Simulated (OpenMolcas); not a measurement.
ClF at 1.659 Å: OpenMolcas input and output

Input (each module block was a call of its own in one work directory; start orbitals came from a preliminary run):

```
&GATEWAY
Coord
2
angstrom
Cl 0.0 0.0 0.0
F 0.0 0.0 1.6590
Basis=ANO-RCC-VTZP
Group=XY
RX2C
AMFI
ANGMom
0.0 0.0 0.0
RICD
&SEWARD
&GUESSORB
* RASSCF and CASPT2 blocks for each multiplicity and irrep, as for the first:
&RASSCF
FileOrb=$CurrDir/o11.orb
Symmetry=1
Spin=1
nActEl=10 0 0
Inactive=6 2
RAS2=2 4
CIRoot=1 1 1
Linear
Iterations=120 100
OrbListing=Nothing
PRWF=0.15
>>COPY $Project.RasOrb $CurrDir/o11.orb
>>COPY $Project.rasscf.h5 $CurrDir/r11.h5
&CASPT2
XMultistate=all
Imaginary=0.2
IPEA=0.25
MaxIter=40
>>COPY $Project.JobMix JOB001
&RASSI
Nr of JobIphs=4 1 4 4 1
1
1 2 3 4
1 2 3 4
1
SpinOrbit
EJob
Omega
MEES
MESO
Properties=4
'AngMom' 3 'Mltpl  1' 1 'Mltpl  1' 2 'Mltpl  1' 3
Thrs=1.0d-4
>>COPY $Project.rassi.h5 $CurrDir/so.h5
```

```bash
pymolcas m.inp
```

C2 symmetry about the axis (a holds Σ, Δ, Γ; b holds Π, Φ, H; Σ⁺ and Σ⁻ are not told apart); roots by multiplicity and irrep: 1a 1, 3b 4, 1b 4, 3a 1.

RASSI part of the output, in excerpt:

```
SPIN-FREE ENERGIES:
  (Shifted by EMIN (a.u.) =       -560.8530234001)
 SF State       Relative EMIN(au)   Rel lowest level(eV)    D:o, cm**(-1)      Abs_M
     1             0.0000000000        0.0000000000              0.0000         0.0
     2             0.1021130807        2.7786384791          22411.2307         1.0
     3             0.1021212014        2.7788594551          22413.0130         1.0
     6             0.1361072934        3.7036681326          29872.0981         1.0
     7             0.1361073072        3.7036685084          29872.1011         1.0
     4             0.2517625375        6.8508076495          55255.4901         1.0
     5             0.2517648165        6.8508696654          55255.9903         1.0
     8             0.2714821936        7.3874068291          59583.4544         1.0
     9             0.2714822000        7.3874070031          59583.4558         1.0
    10             0.2804308344        7.6309117496          61547.4540         0.0
++ Dipole transition strengths (spin-free states):
     for osc. strength at least  1.00000000E-05
      From   To        Osc. strength     Einstein coefficients Ax, Ay, Az (sec-1)    Total A (sec-1)
         1    6       1.48781334E-03  1.33307568E+05  7.52260864E+05  0.00000000E+00  8.85568433E+05
         1    7       1.48781345E-03  7.52261063E+05  1.33307617E+05  0.00000000E+00  8.85568680E+05
         1    8       5.02984423E-03  1.06338508E+07  1.27714625E+06  0.00000000E+00  1.19109971E+07
         1    9       5.02984425E-03  1.27714639E+06  1.06338513E+07  0.00000000E+00  1.19109977E+07
         2    5       2.10924701E-02  0.00000000E+00  0.00000000E+00  1.51775560E+07  1.51775560E+07
         2   10       1.83570626E-03  3.93423879E+01  1.87540094E+06  0.00000000E+00  1.87544029E+06
         3    4       2.10897897E-02  0.00000000E+00  0.00000000E+00  1.51735181E+07  1.51735181E+07
         3   10       1.83566389E-03  1.87518685E+06  3.93375394E+01  0.00000000E+00  1.87522619E+06
         6    8       4.68037238E-05  0.00000000E+00  0.00000000E+00  2.75592624E+04  2.75592624E+04
         6    9       1.10400269E-02  0.00000000E+00  0.00000000E+00  6.50065857E+06  6.50065857E+06
         7    8       1.10400267E-02  0.00000000E+00  0.00000000E+00  6.50065649E+06  6.50065649E+06
         7    9       4.68036363E-05  0.00000000E+00  0.00000000E+00  2.75592078E+04  2.75592078E+04
         4   10       1.75814426E-04  4.64262407E+03  6.04864195E-02  0.00000000E+00  4.64268456E+03
         5   10       1.75807078E-04  6.04743315E-02  4.64169195E+03  0.00000000E+00  4.64175243E+03
 Electric-quadrupole - electric-quadrupole not included
 Electric-dipole - electric-octupole not included
 Electric-dipole - magnetic-quadrupole not included
   Eigenvalues of complex Hamiltonian:
  (Shifted by EMIN (a.u.) =       -560.8530234001)
 SO State       Relative EMIN(au)   Rel lowest level(eV)    D:o, cm**(-1)      Omega
     1            -0.0000289247        0.0000000000              0.0000         0.0
     2             0.1009689290        2.7482916079          22166.4667         2.0
     3             0.1009689291        2.7482916107          22166.4667         2.0
     4             0.1020684479        2.7782110418          22407.7832         1.0
     5             0.1020765592        2.7784317601          22409.5634         1.0
     6             0.1032505463        2.8103775765          22667.2238         0.0
     7             0.1032834549        2.8112730662          22674.4464         0.0
     8             0.1361336403        3.7051721484          29884.2288         1.0
     9             0.1361336502        3.7051724195          29884.2309         1.0
    10             0.2510430321        6.8320159918          55103.9252         2.0
    11             0.2510430321        6.8320159920          55103.9252         2.0
    12             0.2517352832        6.8508531044          55255.8567         1.0
    13             0.2517375587        6.8509150236          55256.3561         1.0
    14             0.2524841719        6.8712314042          55420.2188         0.0
    15             0.2524951447        6.8715299892          55422.6270         0.0
    16             0.2715075510        7.3888839218          59595.3679         1.0
    17             0.2715075553        7.3888840390          59595.3689         1.0
    18             0.2804457912        7.6321058273          61557.0849         0.0
    19             0.2804510265        7.6322482881          61558.2339         1.0
    20             0.2804510267        7.6322482924          61558.2339         1.0
 Weights of the five most important spin-orbit-free states for each spin-orbit state.
 SO State  Total energy (au)           Spin-free states, spin, and weights
    1        -0.000029       1 0.0  0.9998    2 1.0  0.0001    3 1.0  0.0001    5 1.0  0.0000    4 1.0  0.0000
    2         0.100969       2 1.0  0.5018    3 1.0  0.4982    4 1.0  0.0000    5 1.0  0.0000   10 1.0  0.0000
    3         0.100969       2 1.0  0.5018    3 1.0  0.4982    4 1.0  0.0000    5 1.0  0.0000    1 0.0  0.0000
    4         0.102068       2 1.0  0.9989    7 0.0  0.0009    6 0.0  0.0002   10 1.0  0.0000    8 0.0  0.0000
    5         0.102077       3 1.0  0.9989    6 0.0  0.0009    7 0.0  0.0002   10 1.0  0.0000    9 0.0  0.0000
    6         0.103251       3 1.0  0.5017    2 1.0  0.4982   10 1.0  0.0001    5 1.0  0.0000    4 1.0  0.0000
    7         0.103283       3 1.0  0.5017    2 1.0  0.4982    1 0.0  0.0002    5 1.0  0.0000    4 1.0  0.0000
    8         0.136134       6 0.0  0.8747    7 0.0  0.1241    3 1.0  0.0006    2 1.0  0.0005   10 1.0  0.0001
    9         0.136134       7 0.0  0.8747    6 0.0  0.1241    2 1.0  0.0006    3 1.0  0.0005   10 1.0  0.0001
   10         0.251043       4 1.0  0.5008    5 1.0  0.4992    2 1.0  0.0000    3 1.0  0.0000   10 1.0  0.0000
   11         0.251043       4 1.0  0.5008    5 1.0  0.4992    2 1.0  0.0000    3 1.0  0.0000    1 0.0  0.0000
   12         0.251735       4 1.0  0.9986    9 0.0  0.0012    8 0.0  0.0002   10 1.0  0.0000    6 0.0  0.0000
   13         0.251738       5 1.0  0.9986    8 0.0  0.0012    9 0.0  0.0002   10 1.0  0.0000    7 0.0  0.0000
   14         0.252484       5 1.0  0.5008    4 1.0  0.4992   10 1.0  0.0000    3 1.0  0.0000    2 1.0  0.0000
   15         0.252495       5 1.0  0.5008    4 1.0  0.4992    1 0.0  0.0000    3 1.0  0.0000    2 1.0  0.0000
   16         0.271508       8 0.0  0.9353    9 0.0  0.0631    5 1.0  0.0009    4 1.0  0.0004   10 1.0  0.0003
   17         0.271508       9 0.0  0.9353    8 0.0  0.0631    4 1.0  0.0009    5 1.0  0.0004   10 1.0  0.0003
   18         0.280446      10 1.0  0.9999    3 1.0  0.0000    2 1.0  0.0000    5 1.0  0.0000    4 1.0  0.0000
   19         0.280451      10 1.0  0.9996    8 0.0  0.0002    7 0.0  0.0001    2 1.0  0.0000    9 0.0  0.0000
   20         0.280451      10 1.0  0.9996    9 0.0  0.0002    6 0.0  0.0001    3 1.0  0.0000    8 0.0  0.0000
++ Dipole transition strengths (SO states):
        for osc. strength at least   1.00000000E-05
      From   To        Osc. strength     Einstein coefficients Ax, Ay, Az (sec-1)    Total A (sec-1)
         1    8       1.48648223E-03  4.19137261E+05  4.66357616E+05  0.00000000E+00  8.85494877E+05
         1    9       1.48648238E-03  4.66357964E+05  4.19137134E+05  0.00000000E+00  8.85495098E+05
         1   16       5.02251084E-03  8.24117541E+06  3.65721240E+06  0.00000000E+00  1.18983878E+07
         1   17       5.02251152E-03  3.65721147E+06  8.24117832E+06  0.00000000E+00  1.18983898E+07
         2   10       2.10138409E-02  0.00000000E+00  0.00000000E+00  1.52064499E+07  1.52064499E+07
         2   19       9.29109444E-04  2.43586972E+01  9.61632271E+05  0.00000000E+00  9.61656630E+05
         2   20       9.22555884E-04  9.54849278E+05  2.42184368E+01  0.00000000E+00  9.54873497E+05
         3   11       2.10138442E-02  0.00000000E+00  0.00000000E+00  1.52064523E+07  1.52064523E+07
         3   19       9.22601694E-04  9.54896690E+05  2.42194325E+01  0.00000000E+00  9.54920909E+05
         3   20       9.29063638E-04  2.43577029E+01  9.61584862E+05  0.00000000E+00  9.61609220E+05
         4   13       2.10701312E-02  0.00000000E+00  0.00000000E+00  1.51650023E+07  1.51650023E+07
         4   18       1.83441889E-03  3.93526482E+01  1.87533849E+06  0.00000000E+00  1.87537784E+06
         5   12       2.10674565E-02  0.00000000E+00  0.00000000E+00  1.51609727E+07  1.51609727E+07
         5   18       1.83437574E-03  1.87512383E+06  3.93477917E+01  0.00000000E+00  1.87516317E+06
         6   14       2.11637668E-02  0.00000000E+00  0.00000000E+00  1.51438825E+07  1.51438825E+07
         6   19       9.06341759E-04  1.56623198E+01  9.14376853E+05  0.00000000E+00  9.14392515E+05
         6   20       9.12852985E-04  9.20945781E+05  1.57986930E+01  0.00000000E+00  9.20961580E+05
         7   15       2.11750327E-02  0.00000000E+00  0.00000000E+00  1.51474899E+07  1.51474899E+07
         7   19       9.13161981E-04  9.20915368E+05  1.57964928E+01  0.00000000E+00  9.20931164E+05
         7   20       9.06742454E-04  1.56621013E+01  9.14441359E+05  0.00000000E+00  9.14457021E+05
         8   16       3.22127359E-04  0.00000000E+00  0.00000000E+00  1.89674281E+05  1.89674281E+05
         8   17       1.07705241E-02  0.00000000E+00  0.00000000E+00  6.34187529E+06  6.34187529E+06
         9   16       1.07705230E-02  0.00000000E+00  0.00000000E+00  6.34187331E+06  6.34187331E+06
         9   17       3.22127313E-04  0.00000000E+00  0.00000000E+00  1.89674238E+05  1.89674238E+05
        10   19       8.96179031E-05  2.35714491E-02  2.49018932E+03  0.00000000E+00  2.49021289E+03
        10   20       8.98995485E-05  2.49801533E+03  2.36707345E-02  0.00000000E+00  2.49803900E+03
        11   19       8.98985429E-05  2.49798736E+03  2.36703784E-02  0.00000000E+00  2.49801103E+03
        11   20       8.96189088E-05  2.35718049E-02  2.49021729E+03  0.00000000E+00  2.49024086E+03
        12   18       1.75785997E-04  4.65555274E+03  6.06942757E-02  0.00000000E+00  4.65561344E+03
        13   18       1.75778635E-04  6.06821789E-02  4.65461987E+03  0.00000000E+00  4.65468056E+03
        14   19       8.62295065E-05  3.71348810E-02  2.16693853E+03  0.00000000E+00  2.16697566E+03
        14   20       8.59551982E-05  2.16004518E+03  3.70469910E-02  0.00000000E+00  2.16008223E+03
        15   19       8.59910431E-05  2.15925058E+03  3.70311232E-02  0.00000000E+00  2.15928761E+03
        15   20       8.62633343E-05  3.71182993E-02  2.16608792E+03  0.00000000E+00  2.16612503E+03
 Electric-quadrupole - electric-quadrupole not included
 Electric-dipole - electric-octupole not included
 Electric-dipole - magnetic-quadrupole not included
```

Only roots inside an energy window near the equilibrium distance were included, so the list of states is not complete; labels number the states computed. Each spin and symmetry block has orbitals of its own, averaged over its own roots, so gaps between blocks are less sure than gaps within one and near the minimum can be off by tenths of an eV, in bad cases by more. No Rydberg orbitals are active, so Rydberg states, and σ→σ* states whose orbital the CASSCF left unused, can be missing between those listed.
